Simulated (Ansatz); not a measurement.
# SiOF+ (singlet): from Hartree-Fock to the top rungs, cc-pVDZ

An exercise on one series of results from a longer session: the logs are not shown, and one member is left open.

Method: cc-pVDZ, core rule «outside noble gas», up to 7 orbitals frozen; program: Ansatz 0.2.0, Gaussian basis.

To be run: UHF; CCSD(T) on RHF; CCSD(T) on UHF; BCCD(T) on RHF; CISD; CCSDT(Q) on RHF; CCSDT(Q) on UHF; CASSCF and MRCISD+Q, 14 electrons in 11 orbitals; CASSCF and NEVPT2, 14 electrons in 11 orbitals.

23 further runs of the same task are left out: 4 for a known fault of the program, 8 that didn't finish, 11 set aside as unsound or not needed.

**The system**

The geometry is a PBE0/def2-TZVP stationary point (not a proven minimum) of the parent state, kept for this charge and spin.

3 atoms, charge 1, spin multiplicity 1.

Atoms are counted from 1 here; the program's logs count them from 0.

Bond lengths: F1–Si2 1.587 Å, Si2–O3 1.520 Å. Angles: F1–Si2–O3 126.9°.

Set-up of the first run:

File in.yaml:

```yaml
crystal:
  periodic: [false, false, false]
  atoms:
    - {symbol: F, position_ang: [0.000000, -0.279589, 1.346482]}
    - {symbol: Si, position_ang: [0.000000, 0.382864, -0.095161]}
    - {symbol: O, position_ang: [0.000000, -0.340087, -1.431827]}
basis:
  gaussian: {orbitals: cc-pVDZ}
total_charge: 1
magnetization: {spin_polarized: true, initial_magnetization: 0}
hamiltonian: {xc: hf}
output: {orbitals: {seedname: orbitals}}
```

On the command line:

```bash
$ ansatz run in.yaml --threads 1 --pin off --events-out ev --progress --plain --max-ram 2393MiB
```

Among the steps run: UHF; CCSD(T) on RHF; CCSD(T) on UHF; BCCD(T) on RHF; CISD; CCSDT(Q) on RHF; CCSDT(Q) on UHF; CASSCF and MRCISD+Q, 14 electrons in 11 orbitals; CASSCF and NEVPT2, 14 electrons in 11 orbitals.

One table of the session follows, with a row left open; its other results are not shown here.

```
          method  from RCCSDT(Q) (kcal/mol)
             RHF                    +313.61
             UHF                    +283.62
            RMP2                     +11.58
            CISD                     +46.39
           RCCSD                     +14.32
        RCCSD(T)                      +2.57
         BCCD(T)                      +2.48
          RCCSDT                      +2.07
       RCCSDT(Q)                          0
  CASSCF valence                    +203.86
  NEVPT2 valence                          ?
  MRCISD valence                     +16.07
MRCISD+Q valence                      +3.28
```

**Question.** Estimate the row for NEVPT2 valence.

As computed: from RCCSDT(Q) (kcal/mol): +25.87. In the column «from RCCSDT(Q) (kcal/mol)» it lies between MRCISD valence (+16.07) and CISD (+46.39).

Not comparable, so not listed: CCSD(T) on UHF; CCSDT(Q) on UHF (they don't share determinant, frozen orbitals or solution with the rows shown, or repeat one).

Caveats from the session: The determinant is far from a pure spin state, so its energy mixes those of several spin states (harmless only where they are near-degenerate, as at dissociation). Warnings: restricted reference is unstable; spin contamination; large T1 diagnostic.
